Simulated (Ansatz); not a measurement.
Two isomers of C3H5N: A = `CCC#N`, B = `C#CNC`.

Isolated molecules relaxed with PBE0-D4/def2-TZVP in Ansatz; ΔE leaves out vibrations. CCSD(T)/CBS is the MP2 limit (def2-TZVPP, def2-QZVPP) plus CCSD(T) − MP2 in def2-TZVPP, frozen cores. DFT in def2-TZVPP. B3LYP here is the variant with VWN-RPA as its local correlation; programs differ in this.

A:

```xyz
9

C     0.2394    0.2970    0.9471
C    -0.5250    0.0079   -0.3413
C     0.3161   -0.5996   -1.3611
N     0.9959   -1.0790   -2.1545
H     1.0664    0.9839    0.7639
H    -0.4290    0.7496    1.6808
H     0.6479   -0.6204    1.3722
H    -0.9472    0.9275   -0.7563
H    -1.3646   -0.6667   -0.1509
```

B:

```xyz
9

C     0.479   -2.130   -0.291
C     0.043   -1.092    0.134
N    -0.475    0.064    0.562
C    -0.156    1.273   -0.178
H     0.851   -3.055   -0.660
H    -0.470    0.173    1.565
H    -0.742    2.099    0.227
H    -0.438    1.134   -1.222
H     0.908    1.533   -0.137
```

Question: Which isomer does CCSD(T)/CBS put lower? Give the gap. (Best estimate.)

Answer: Computed: A, by 48.1 kcal/mol.

Question: Give E(B) − E(A) in kcal/mol with BLYP-D4, ωB97M-V, PBE-D4, r2SCAN-D4, B3LYP-D4, HF/def2-TZVPP, PBE0-D4. (Estimate.)

Answer: The calculation gave: BLYP-D4 45.3, ωB97M-V 47.3, PBE-D4 44.8, r2SCAN-D4 46.5, B3LYP-D4 45.7, HF/def2-TZVPP 50.5, PBE0-D4 45.6. None reverses the order clearly.

Question: Does the order hold for the free energy at 298.15 K (harmonic terms from PBE0-D4)? (Best estimate.)

Answer: Ansatz gave: Yes: G(B) − G(A) = +47.2 kcal/mol.

Largest T1 diagnostic: 0.012.

From PBE to PBE0 (25 % exact exchange), in def2-TZVPP and without D4, E(B) − E(A) moves by +0.9 kcal/mol. Leaving LDA and LC-ωPBE aside and taking each functional with its dispersion term where it has one, the values, not all of them listed here, spread over 3.5 kcal/mol, from PBE-D4 to ωB97X-V. LDA lies −5.0 kcal/mol from PBE without D4.
